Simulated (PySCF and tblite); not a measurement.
The numbers below are computed, except where a source is named.
System: C5H8S, numbered as in [CH2:1]=[C:2]([CH3:3])[C:4]([CH3:5])=[S:6].

For the rotation about the C2–C4 bond (torsion C1–C2–C4–C5 from 0° to 181°, rising): electronic barrier 4.23 kcal/mol, zero-point change -0.53 kcal/mol, thermal and entropy terms at 200 K a further 0.04 kcal/mol (symmetry numbers apart). The minimum is Cs, the saddle C1. Level: B3LYP/pcSseg-1 + D3(BJ), IEF-PCM tetrahydrofuran on GFN2-xTB stationary points, with GFN2-xTB thermal terms. Rates follow Eyring's equation with the number of equivalent paths and no tunnelling. (PySCF 2.14 with density fitting, tblite 0.8.)

**Question.** How many equivalent paths lead out of the minimum?

**Answer.** 2: the symmetry number of the minimum is 1, that of the saddle displaced along its mode 1, and the displaced saddle is chiral while the minimum is not, which doubles the count.

**Question.** Work out the rate at 200 K.

**Answer.** ΔG‡ = 3.74 kcal/mol; k_B T/h = 4.2×10¹² s⁻¹; exp(−ΔG‡/RT) = 8.2×10⁻⁵; times 2 gives k = 6.8×10⁸ s⁻¹. Wigner's tunnelling factor for the 59i cm⁻¹ mode would be 1.01.
